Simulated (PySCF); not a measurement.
Geometry:
| atom | x (Å) | y (Å) | z (Å) |
| --- | --- | --- | --- |
| C1 | -1.746 | -0.060 | -0.032 |
| N2 | -0.306 | -0.037 | -0.037 |
| N3 | 0.410 | -1.121 | 0.167 |
| C4 | 1.666 | -0.686 | 0.127 |
| C5 | 1.640 | 0.698 | -0.104 |
| N6 | 0.369 | 1.078 | -0.200 |
| H7 | -2.136 | 0.383 | 0.896 |
| H8 | -2.063 | -1.106 | -0.103 |
| H9 | -2.123 | 0.511 | -0.890 |
| H10 | 2.505 | -1.366 | 0.257 |
| H11 | 2.453 | 1.414 | -0.206 |

[PySCF 2.14: shieldings: GIAO PBE0/pcSseg-1; coordinates at the PBE0-D3(BJ)/def2-SVP level; non-relativistic; gas phase; averaged over atoms made equivalent by symmetry, fast rotation or ring inversion; single conformer]

Shifts are taken against calculated references (same method and geometry level): TMS for ¹³C (184.41 ppm) and ¹H (31.27 ppm); NH3 for ¹⁵N (265.67 ppm).

```json
{"atoms": "H10/H11", "nucleus": "¹H", "count": "2", "δ (ppm)": "7.50"}
{"atoms": "H7/H8/H9", "nucleus": "¹H", "count": "3", "δ (ppm)": "?"}
{"atoms": "C4/C5", "nucleus": "¹³C", "count": "2", "δ (ppm)": "137.8"}
{"atoms": "N2", "nucleus": "¹⁵N", "count": "1", "δ (ppm)": "?"}
{"atoms": "C1", "nucleus": "¹³C", "count": "1", "δ (ppm)": "41.4"}
{"atoms": "N3/N6", "nucleus": "¹⁵N", "count": "2", "δ (ppm)": "364.1"}
```

Fill in the missing shifts.

Answers


- H7/H8/H9: 4.04 ppm, hydrogen on a methyl carbon bonded to N; its carbon carries N, hence the downfield position
- N2: 271.1 ppm, pyrrole-type ring nitrogen

Shifts are as computed. Against solution values, carbons near 30 ppm lie about +2 ppm off and those near 130 ppm about +5 ppm. Of 1211 compounds with measured shifts, 218 miss one by over three times the rms of a fit or turn the order of signals round; such compounds aren't used in these exercises. Experimental scales use liquid or dissolved standards, which lie at an offset from isolated NH3 (liquid NH3: subtract about 20 ppm). Unscaled 15N shifts of sp2 nitrogen come out 20 to 40 ppm too high even then.
